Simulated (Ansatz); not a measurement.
**[OH···H···CH3], doublet: the ladder up to UCCSDT(Q)**

Geometry: a point of a hydrogen-transfer path between rigid fragments, not a stationary point.

```yaml
atoms:
  - { symbol: O, position_ang: [-1.0693, -0.0283, 0.0000] }
  - { symbol: H, position_ang: [-1.3186, 0.8983, 0.0000] }
  - { symbol: H, position_ang: [-0.0043, -0.0283, 0.0000] }
  - { symbol: C, position_ang: [1.2267, -0.0283, 0.0000] }
  - { symbol: H, position_ang: [1.2267, -1.1083, 0.0000] }
  - { symbol: H, position_ang: [1.2267, 0.5118, 0.9353] }
  - { symbol: H, position_ang: [1.2267, 0.5118, -0.9353] }
```

Basis cc-pVDZ; Ansatz 0.2.0. Only valence electrons are correlated (noble-gas cores frozen), which leaves 15 electrons in 51 orbitals. Prefix R: restricted or restricted open-shell reference; prefix U: unrestricted. Active spaces: pair = (3e, 3o) about the gap.

Full CI isn't at hand for all of this; UCCSDT(Q) serves as the reference, and is uncertain by about the last step of the cluster series. The frozen core follows each run's orbitals, which can shift R against U totals by a few meV.

For open shells CISD is restricted-active-space CI with the open shells as a complete middle space.

- UHF ⟨S²⟩: 0.778
- T1 diagnostic (RCCSD): 0.0205
- largest doubles amplitude (RCCSD): 0.039
- T1 diagnostic (UCCSD): 0.0125

Q: From what is known of these methods and the diagnostics, rank them by the size of their error in total energy against UCCSDT(Q) in cc-pVDZ, smallest first (an estimate: the text doesn't fix the numbers).
A. RMP2
B. UCCSD
C. UCCSD(T)
D. MRCISD+Q (pair space)
E. RCCSDT(Q)

A: E (0.1 kJ/mol), C (3.8 kJ/mol), D (15.2 kJ/mol), B (24.8 kJ/mol), A (98.8 kJ/mol).

All errors are against UCCSDT(Q) in cc-pVDZ. Within each family the higher level lies nearer, as is usual though not guaranteed.
